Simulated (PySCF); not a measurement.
Tetrahydroborate, BH4 (charge -1).
SMILES: `[BH4-]`

The closed-shell ground state was solved at several levels (PySCF, density fitting, gas phase, non-relativistic). Isolated species at its PBE0-D3(BJ)/def2-SVP geometry, gas phase. The geometry's basis has no diffuse functions, a weakness for an anion. No diffuse functions stand in 6-31G*, cc-pVTZ, def2-SVP, pcSseg-0 and pcSseg-2, which bears on an anion's orbital energies.

```
        level  basis functions  HOMO (eV)  LUMO (eV)  gap (eV)
 LDA/pcSseg-2               92      -0.75       5.89      6.64
 PBE/pcSseg-2               92      -0.67       6.02      6.69
 PBE0/cc-pVTZ               86      -1.83       8.16      9.99
PBE0/pcSseg-0               17      -1.72      10.44     12.16
  PBE0/6-31G*               22      -1.18      11.40     12.58
PBE0/pcSseg-2               92      -1.95       6.69      8.64
```

Q: Estimate the row for PBE0/def2-SVP, a basis of 34 functions; the other rows only guide the guess.

A: HOMO -1.52 eV, LUMO 10.02 eV, gap 11.54 eV.

Q: Over all these levels, which gives the widest orbital gap and which the narrowest?

A: PBE0/6-31G* (global hybrid, 25 % exact exchange) has the widest, 12.58 eV, and LDA/pcSseg-2 (LDA) the narrowest, 6.64 eV. Functional and basis both differ between the two, so the spread mixes both effects.

Q: How much does the basis alone move the frontier levels among the 5 PBE0 rows (the withheld one included)?

A: The HOMO by 0.77 eV and the LUMO by 4.71 eV. By rising basis size (HOMO, LUMO in eV): pcSseg-0 -1.72, 10.44; 6-31G* -1.18, 11.40; def2-SVP -1.52, 10.02; cc-pVTZ -1.83, 8.16; pcSseg-2 -1.95, 6.69.
